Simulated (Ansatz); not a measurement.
# H₂O (singlet): from Hartree-Fock to the top rungs at distance O1–H2 = 1.181 Å, cc-pVDZ

An exercise on one series of results from a longer session: the logs are not shown, and one member is left open.

Method: cc-pVDZ, core rule «outside noble gas», up to 1 orbitals frozen; program: Ansatz 0.2.0, Gaussian basis.

To be run: UHF; CCSD(T) on RHF; BCCD(T) on RHF; CISD; CCSDT(Q) on RHF; CCSDTQ on RHF; CASSCF and MRCISD+Q, 2 electrons in 2 orbitals; CASSCF and NEVPT2, 2 electrons in 2 orbitals; CASSCF and MRCISD+Q, 8 electrons in 6 orbitals; CASSCF and NEVPT2, 8 electrons in 6 orbitals; Full CI.

## The system

The geometry derives from a PBE0/def2-TZVP stationary point (not a proven minimum). One bond is set to the value named and the two fragments are kept rigid.

3 atoms, charge 0, spin multiplicity 1.

Atoms are counted from 1 here; the program's logs count them from 0.

Bond lengths: O1–H2 1.181 Å, O1–H3 0.960 Å. Angles: H2–O1–H3 105.1°.

The first run:

File in.yaml:

```yaml
crystal:
  periodic: [false, false, false]
  atoms:
    - {symbol: O, position_ang: [0.000000, -0.072856, 0.009834]}
    - {symbol: H, position_ang: [0.000000, 0.645603, -0.927490]}
    - {symbol: H, position_ang: [0.000000, 0.510872, 0.771384]}
basis:
  gaussian: {orbitals: cc-pVDZ}
magnetization: {spin_polarized: true, initial_magnetization: 0}
hamiltonian: {xc: hf}
output: {orbitals: {seedname: orbitals}}
```

Command:

```bash
> ansatz run in.yaml --threads 1 --pin off --events-out ev --progress --plain --max-ram 2816MiB --backend cpu
```

Steps of the session up to this table: UHF; CCSD(T) on RHF; BCCD(T) on RHF; CISD; CCSDT(Q) on RHF; CCSDTQ on RHF; CASSCF and MRCISD+Q, 2 electrons in 2 orbitals; CASSCF and NEVPT2, 2 electrons in 2 orbitals; CASSCF and MRCISD+Q, 8 electrons in 6 orbitals; CASSCF and NEVPT2, 8 electrons in 6 orbitals; Full CI.

One of the session's tables, all rows but one given; the rest of the session is left out.

| method | from FCI (kJ/mol) |
| --- | --- |
| RHF | +588.5 |
| RMP2 | +38.5 |
| CISD | +36.8 |
| RCCSD | +11.9 |
| RCCSD(T) | +2.2 |
| BCCD(T) | +2.2 |
| RCCSDT | +1.6 |
| RCCSDT(Q) | -0.1 |
| RCCSDTQ | +0.1 |
| CASSCF pair | ? |
| NEVPT2 pair | +30.7 |
| MRCISD pair | +26.0 |
| MRCISD+Q pair | +3.3 |
| CASSCF valence | +419.7 |
| NEVPT2 valence | +58.2 |
| MRCISD valence | +16.3 |
| MRCISD+Q valence | +0.9 |
| FCI | 0 |

**Question.** Estimate the row for CASSCF pair.

The run gave: from FCI (kJ/mol): +505.1. In the column «from FCI (kJ/mol)» it lies between CASSCF valence (+419.7) and RHF (+588.5).

Some runs used a GPU and others CPU threads alone; cost is compared among the CPU runs only.

Among the levels timed on like hardware, those that no quicker one beats, quickest first: NEVPT2 valence (0.18 s, +58.2 kJ/mol); BCCD(T) (0.27 s, +2.2 kJ/mol); RCCSD(T) (0.34 s, +2.2 kJ/mol); MRCISD+Q valence (0.55 s, +0.9 kJ/mol); RCCSDT(Q) (0.73 s, -0.1 kJ/mol). Runs this short are mostly start-up, so their order is noise.

Caveats from the session: The yardstick is full CI for this spin, exact in this basis with these frozen cores. Of the multireference levels listed MRCISD+Q valence comes nearest in total energy (+0.9 kJ/mol), which doesn't show that its space is the better one.
